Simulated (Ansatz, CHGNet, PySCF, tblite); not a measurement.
## How well does each level of theory give the cohesive energy of zinc-blende GaP?

Reference value: 3.61 eV/atom (measured, static lattice: zero-point vibration energy added, our sources range from 3.61 to 3.69; as tabulated in Mejia-Rodriguez and Trickey (2018), arXiv:1807.09216).

```json
[
 {"level (code)": "GFN1-xTB (tblite)", "value (eV/atom)": "6.17", "cell (Å³/atom)": "22.64", "error (eV/atom)": "+2.56"},
 {"level (code)": "CHGNet 0.3.0", "value (eV/atom)": "3.32", "cell (Å³/atom)": "20.82", "error (eV/atom)": "-0.29"},
 {"level (code)": "LDA (Ansatz)", "value (eV/atom)": "4.34", "cell (Å³/atom)": "19.59", "error (eV/atom)": "+0.73"},
 {"level (code)": "PBE (PySCF)", "value (eV/atom)": "3.39 ± 0.06", "cell (Å³/atom)": "21.02", "error (eV/atom)": "-0.22"},
 {"level (code)": "PBE0 (Ansatz)", "value (eV/atom)": "3.51", "cell (Å³/atom)": "20.35", "error (eV/atom)": "-0.10"},
 {"level (code)": "Hartree–Fock (PySCF)", "value (eV/atom)": "2.10 ± 0.1", "cell (Å³/atom)": "21.30", "error (eV/atom)": "-1.51"},
 {"level (code)": "MP2 (PySCF)", "value (eV/atom)": "3.95 ± 0.1", "cell (Å³/atom)": "20.71", "error (eV/atom)": "+0.34"}
]
```

Leaving aside GFN1-xTB (doubt noted below), CHGNet 0.3.0 (doubt noted below): Closest of the ranked levels: PBE0 (-0.10 eV/atom). Among them Hartree–Fock (-1.51 eV/atom) misses by most. Within 0.5 eV/atom: PBE, PBE0, MP2.

A ± on a computed value is a rough bar: the spread of its extrapolation, a floor set from checks against published values, or a statistical error. GFN1-xTB: the free atoms are run in the same model without spin. GFN1-xTB: the method was fitted mainly to molecules. GFN1-xTB: the run uses a supercell at the zone centre in place of a k mesh. CHGNet 0.3.0: free atoms can lie outside what these potentials were trained on. Each level is taken at its own relaxed cell. Cutoffs and k meshes differ between the levels. Ansatz's density-functional and Hartree–Fock values are scalar-relativistic unless marked +SOC, with PAW data made under PBE.

Machine-learned potentials (CHGNet 0.3.0) are trained on DFT data: a solid inside that data is no test of them.

Differences are worked out from the printed values.

Ansatz is a quantum-chemistry and plane-wave program.
